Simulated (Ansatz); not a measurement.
The same path of CH6Si + FH (10 atoms, charge 0, multiplicity 1) was run twice with different band settings. Lost on the way: Si1–C2, F9–H10. Made: Si1–F9, C2–H10.

Theory: Ansatz 0.2.0, RKS B3LYP/def2-SVP.

Relaxed end points:

```xyz
10
Properties=species:S:1:pos:R:3
Si 0.215 -0.027 0.238
C 0.349 -0.131 2.111
H -0.663 -0.213 2.536
H 0.936 -1.010 2.420
H 0.832 0.768 2.526
H 1.530 0.242 -0.413
H -0.691 1.113 -0.140
H -0.365 -1.269 -0.345
F -2.812 0.262 1.226
H -2.320 0.817 0.664
```

```xyz
10
Properties=species:S:1:pos:R:3
Si -0.515 0.219 -1.385
C -0.067 -0.118 3.507
H -0.948 -0.240 4.154
H 0.521 -1.048 3.516
H 0.551 0.707 3.887
H 0.879 0.718 -1.520
H -1.408 0.905 -2.356
H -0.566 -1.253 -1.584
F -1.044 0.557 0.123
H -0.392 0.105 2.481
```

Common settings: movable images 9; climbing image yes; spring 5.0 eV/Å²; optimiser quadratic models (default); force threshold 0.05 eV/Å; iteration limit 60; end points relaxed.

| run | start path |
| --- | --- |
| 1 | through a guess of the saddle point |
| 2 | straight line |

(1) What does each run give, and how far can it be trusted?

Results:

(1) Run 1: converged after 26 iterations, highest image 1.654 eV above the first end. Neighbouring images differ by up to 1.6 eV, so the band resolves the path poorly. A vibrational analysis at the climbing image gives one clearly imaginary mode, 1087i cm⁻¹: a first-order saddle point.
Run 2: converged after 24 iterations, highest image 1.654 eV above the first end. Neighbouring images differ by up to 1.6 eV, so the band resolves the path poorly. Another band between the same ends (9 images) ends at a top of the same energy, where a vibrational analysis finds 1 clearly imaginary mode.
The orbitals stay closed-shell, which can raise the energy where a bond breaks towards radicals; this wasn't checked here.
